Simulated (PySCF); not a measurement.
# U-r2SCAN/ccECP-cc-pVDZ (core potential) run of NH (imidogen)

What is the vertical ionisation energy of NH (imidogen) at U-r2SCAN/ccECP-cc-pVDZ (core potential)? The job is set up through a Python script.

The calculation is run with PySCF 2.14.0.

9 further runs of the same task are left out: 2 that didn't finish, 7 set aside as unsound or not needed.

## (1) The molecule

The species is NH (2 atoms), meant as a triplet with charge 0. As SMILES, `[NH]`. Geometry: the measured bond length.

Bond lengths: N1–H2 1.036 Å.

## (2) The energy at U-r2SCAN/ccECP-cc-pVDZ (core potential)

Input file input.py:

```python
from pyscf import gto, dft

system = gto.Mole()
system.atom = '''
N      0.000000     0.000000     0.000000
H      0.000000     0.000000     1.958153
'''
system.basis = 'ccecp-cc-pvdz'
system.max_memory = 1860
system.spin = 2
system.verbose = 3
system.ecp = 'ccecp'
system.unit = 'bohr'
system.build()

mf = dft.UKS(system)
mf.xc = 'r2scan'
mf.grids.level = 5
mf.conv_tol = 1e-10
mf.kernel()
if not mf.converged:
    mf = mf.newton().run(mf.mo_coeff, mf.mo_occ)

energy = mf.e_tot
print('Final energy', energy)
```

The run is started by

```sh
OMP_NUM_THREADS=1 python input.py
```

Standard output:

```text
WARN: HOMO -0.263406314188344 >= LUMO -0.263406314188346

converged SCF energy = -10.3892748840809  <S^2> = 2.0070827  2S+1 = 3.0047181
Final energy -10.389274884080894
```

Run time: 2 s. Hardware: 1 thread of Arm Neoverse V2, shared host; peak memory 0.19 GiB.

## (3) The doublet cation, same level

Input file job.py:

```python
from pyscf import gto, dft

mol = gto.Mole()
mol.atom = 'N 0.000000 0.000000 0.000000; H 0.000000 0.000000 1.036210'
mol.max_memory = 1860
mol.verbose = 4
mol.charge = 1
mol.spin = 1
mol.ecp = 'ccecp'
mol.basis = 'ccecp-cc-pvdz'
mol.build()

ks = dft.UKS(mol)
ks.xc = 'r2scan'
ks.grids.level = 5
ks.conv_tol = 1e-10
ks.kernel()
if not ks.converged:
    ks = ks.newton().run(ks.mo_coeff, ks.mo_occ)

e_final = ks.e_tot
print('E = %.10f Eh' % e_final)
```

The run is started by

```sh
OMP_NUM_THREADS=1 python job.py
```

Standard output:

```text
PySCF version 2.14.0

[INPUT] num. atoms = 2
[INPUT] num. electrons = 5
[INPUT] charge = 1
[INPUT] spin (= nelec alpha-beta = 2S) = 1
[INPUT] symmetry False subgroup None
[INPUT] Mole.unit = angstrom
[INPUT] Symbol           X                Y                Z      unit          X                Y                Z       unit  Magmom
[INPUT]  1 N      0.000000000000   0.000000000000   0.000000000000 AA    0.000000000000   0.000000000000   0.000000000000 Bohr   0.0
[INPUT]  2 H      0.000000000000   0.000000000000   1.036210000000 AA    0.000000000000   0.000000000000   1.958153107536 Bohr   0.0

nuclear repulsion = 2.55342648169773
number of shells = 8
number of NR pGTOs = 57
number of NR cGTOs = 18
basis = ccecp-cc-pvdz
ecp = ccecp

******** <class 'pyscf.dft.uks.UKS'> ********
method = UKS
initial guess = minao
damping factor = 0
level_shift factor = 0
DIIS = <class 'pyscf.scf.diis.CDIIS'>
diis_start_cycle = 1
diis_space = 8
diis_damp = 0
SCF conv_tol = 1e-10
SCF conv_tol_grad = None
SCF max_cycles = 50
direct_scf = True
direct_scf_tol = 1e-13
number electrons alpha = 3  beta = 2
XC library pyscf.dft.libxc version 7.0.0
    S. Lehtola, C. Steigemann, M. J.T. Oliveira, and M. A.L. Marques.,  SoftwareX 7, 1–5 (2018)
XC functionals = r2scan
    J. W. Furness, A. D. Kaplan, J. Ning, J. P. Perdew, and J. Sun.,  J. Phys. Chem. Lett. 11, 8208-8215 (2020)
    J. W. Furness, A. D. Kaplan, J. Ning, J. P. Perdew, and J. Sun.,  J. Phys. Chem. Lett. 11, 9248-9248 (2020)
    J. W. Furness, A. D. Kaplan, J. Ning, J. P. Perdew, and J. Sun.,  J. Phys. Chem. Lett. 11, 8208-8215 (2020)
    J. W. Furness, A. D. Kaplan, J. Ning, J. P. Perdew, and J. Sun.,  J. Phys. Chem. Lett. 11, 9248-9248 (2020)
radial grids:
    Treutler-Ahlrichs [JCP 102, 346 (1995); DOI:10.1063/1.469408] (M4) radial grids

[... 10 lines left out ...]
[... the frontier-level lines of each cycle are left out ...]
[... 80 lines left out ...]
converged SCF energy = -9.87855014860116  <S^2> = 0.75309571  2S+1 = 2.0030933
E = -9.8785501486 Eh
```

Wall time 3.6 s (1 thread of Arm Neoverse V2, shared host); peak memory 0.19 GiB.

## (4) Summary of results

At U-r2SCAN/ccECP-cc-pVDZ (core potential):

| quantity | value |
| --- | --- |
| triplet NH: total energy | -10.38927 Eh |
| triplet NH: dipole moment | 1.56 D |
| triplet NH: HOMO energy (highest over α and β) | -8.33 eV |
| triplet NH: LUMO energy (lowest over α and β) | -2.61 eV |
| triplet NH: ⟨S²⟩ | 2.007 |
| doublet cation: total energy | -9.87855 Eh |
| doublet cation: HOMO energy (highest over α and β) | -21.46 eV |
| doublet cation: LUMO energy (lowest over α and β) | -18.96 eV |
| doublet cation: ⟨S²⟩ | 0.753 |
| vertical ionisation energy (to the doublet cation) | 13.898 eV |

The vertical ionisation energy comes to 13.90 eV (320 kcal/mol).
